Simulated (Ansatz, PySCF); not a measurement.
Molecule: ethane, C$_{2}$H$_{6}$, net charge 0, singlet state. 
Structure (B3LYP-D3(BJ)/def2-TZVP (Ansatz, a program for electronic structure) minimum search):
```
C
H 1 1.0919
H 1 1.0919 2 107.56
H 1 1.0919 2 107.56 3 -115.60
C 1 1.5262 2 111.32 4 -122.20
H 5 1.0919 1 111.32 2 180.00
H 5 1.0919 6 107.56 1 122.20
H 5 1.0919 6 107.56 7 115.60
```
Charge 0, spin multiplicity 1.

Total electronic energies in hartree. Valence correlation only, unless marked. No spin-orbit coupling. No relativistic terms. CBS marks a two-point X^-3 extrapolation of the correlation energy; Hartree-Fock from the larger set. [CCSD(T)-MP2]/basis is that difference in the basis named.

```json
[
 {"level": "TPSS/def2-TZVPD", "program": "PySCF", "energy (Eh)": "-79.87218"},
 {"level": "TPSS-D4/def2-TZVPD", "program": "PySCF + dftd4", "energy (Eh)": "-79.87585"},
 {"level": "B3LYP/def2-TZVPD", "program": "PySCF", "energy (Eh)": "-79.86431"},
 {"level": "PBE0-D4/def2-TZVP", "program": "Ansatz + dftd4", "energy (Eh)": "-79.75237"},
 {"level": "RPA@PBE/cc-pVQZ", "program": "Ansatz", "energy (Eh)": "-79.93748"},
 {"level": "MP2/6-31G*", "program": "Ansatz", "energy (Eh)": "-79.49472"},
 {"level": "MP2/def2-SVP", "program": "Ansatz", "energy (Eh)": "-79.47703"},
 {"level": "SCS-MP2/cc-pwCVTZ", "program": "Ansatz", "energy (Eh)": "-79.64411"},
 {"level": "RI-MP2/CBS(def2-TZVPPD,def2-QZVPPD)+[CCSD(T)-MP2]/def2-TZVPPD", "program": "Ansatz", "energy (Eh)": "-79.7183"}
]
```

Totals of different functionals don't rank their quality; only differences between species are comparable.
